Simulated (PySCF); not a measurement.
## How the method changes the constants of AlN⁺

State: ⁴Σ⁻ (quartet), unpaired electrons σ ↑, π ↑↑. Set-up: basis Al aug-cc-pV(D+d)Z, N aug-cc-pVDZ; no relativity; PySCF 2.14. De refers to Al⁺ + N in their high-spin ground configurations, without counterpoise correction. The functionals are run spin-unrestricted. A positive dipole points towards N; it is taken about the centre of mass and depends on that origin. Levels whose curve was spin-contaminated or gave no clean fit are not listed.

```
  Level  Re (Å)  ωe (cm⁻¹)  De (eV)  μ (D)
    PBE   2.053        383     0.58  -2.79
   PW91   2.048        385     0.59  -2.80
   BP86   2.051        386     0.56  -2.81
 r²SCAN   2.073        350    0.474  -2.79
   PBE0   2.107        275    0.345  -2.65
r²SCAN0   2.148        251    0.303  -2.62
LC-ωPBE   2.067        227    0.227  -2.86
```

Task: What does a quarter of exact exchange do here, going from PBE to PBE0?

Result: PBE0 less PBE: +5.4 pm in Re, -28.2 % in ωe, -0.23 eV in De. Exact exchange removes part of the self-interaction that spreads semilocal densities, and in most molecules shortens and stiffens the bond and lowers De; here Re and ωe go the other way.

Task: What does the step from GGA to meta-GGA do here, going from PBE to r²SCAN?

Result: r²SCAN less PBE: +2.0 pm in Re, -8.6 % in ωe, -0.11 eV in De. 

Task: What does a quarter of exact exchange do here, going from r²SCAN to r²SCAN0?

Result: r²SCAN0 less r²SCAN: +7.5 pm in Re, -28.3 % in ωe, -0.17 eV in De. Exact exchange removes part of the self-interaction that spreads semilocal densities, and in most molecules shortens and stiffens the bond and lowers De; here Re and ωe go the other way.

For an ion De counts to the pair picked by the measured ionisation energies or electron affinities, which need not be the lowest pair at this level. The state is the lowest determinant that a PBE0 search found; another state may lie lower at other levels.

The whole job (state search and all levels along the bond) took about 2.3 min on 1 thread of Arm Neoverse V1 (shared host), peak memory 0.75 GiB.
